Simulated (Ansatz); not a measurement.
Relaxation of AlFH$_{2}$ (4 atoms, charge 0, multiplicity 1), to a largest force component of 0.02 eV/Å in at most 40 steps.

The calculation used RKS PBE0-D4/def2-SVP in Ansatz.

```xyz
4
Properties=species:S:1:pos:R:3
Al 0.000 0.000 0.000
H 0.000 0.000 1.560
F 1.464 0.000 -0.845
H -1.351 0.000 -0.780
```

Where does it end, and by what steps?

The forces met the threshold. After 3 steps the energy has fallen by 0.032 eV; H2 moved furthest, 0.07 Å.

```
step  energy less start (eV)  largest force component (eV/Å)  accepted
   0                  0.0000                           0.615       yes
   1                 -0.0298                           0.309       yes
   2                 -0.0320                           0.070       yes
   3                 -0.0321                           0.001       yes
```

```xyz
4
Properties=species:S:1:pos:R:3
Al -0.024 0.000 0.014
H 0.063 0.000 1.591
F 1.420 0.000 -0.820
H -1.346 0.000 -0.850
```

Whether the end is a true minimum wasn't checked by a vibrational analysis.

Time of the run: 12 s on 1 thread of Intel(R) Xeon(R) Platinum 8259CL CPU @ 2.50GHz (Skylake/Cascade Lake), with other jobs on the host, peak memory 0.12 GiB.
